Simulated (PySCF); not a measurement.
## HNAl, quartet: the ladder up to full CI

Geometry: a PBE0/def2-TZVP stationary point for this spin, not checked as a minimum.

```xyz
3

Al    0.0000   -0.0319    0.6899
N     0.0000    0.1209   -1.2129
H     0.0000   -0.8261   -1.6143
```

Basis 6-31G; PySCF 2.14.0. Correlated methods freeze the noble-gas cores, which leaves 9 electrons in 18 orbitals. R marks a restricted (for open shells ROHF) determinant, U an unrestricted one.

Full CI is exact within this basis and frozen core; it isn't the basis-set limit. The frozen core follows each run's orbitals, which can shift R against U totals by a few meV.

```
UHF ⟨S²⟩                          : 3.779
T1 diagnostic (ROHF- or RHF-based CCSD)             : 0.0446
largest doubles amplitude (ROHF- or RHF-based CCSD) : 0.053
T1 diagnostic (UCCSD)             : 0.0268
```

| level | E − E(RHF) (eV) |
| --- | --- |
| UHF | -0.1372 |
| RMP2 | -2.7656 |
| UMP2 | -2.7698 |
| RCCSD | -3.2483 |
| UCCSD | -3.2593 |
| RCCSD(T) | -3.3276 |
| UCCSD(T) | -3.3283 |

Task: Estimate how far full CI in 6-31G lies from RCCSD(T). The table doesn't fix it; the size of (T) and the diagnostics are the guide.

Result: Full CI in 6-31G lies 0.59 kcal/mol below RCCSD(T), which is 32 % of the (T) step (-1.83 kcal/mol). T1 is raised, and the rest is a large part of (T).

The other levels:

```tsv
level	E − E(full CI) (kcal/mol)	share of correlation (%)	wall time
RCCSDT	0.22	99.72	9.4 s
UCCSDT	0.19	99.75	9.3 s
```

The correlation energy at full CI, counted from RHF, is -3.353 eV. Full CI, over all symmetries tried, took 19 min on 1 thread of Arm Neoverse V1, shared host; the state has 7,588,672 determinants.

Times are those of the correlated step on a shared host, with one SCF added for the restricted CCSD run; they ran on 1 thread of Arm Neoverse V1.

The full-CI state has the irrep A'' of Cs, in the program's axes.

Natural occupations of full CI about the gap: 1.980 1.963 1.936 1.002 0.995 0.989 0.035 0.030 0.030 0.014; effectively unpaired electrons, Σ n²(2−n)², 3.03.
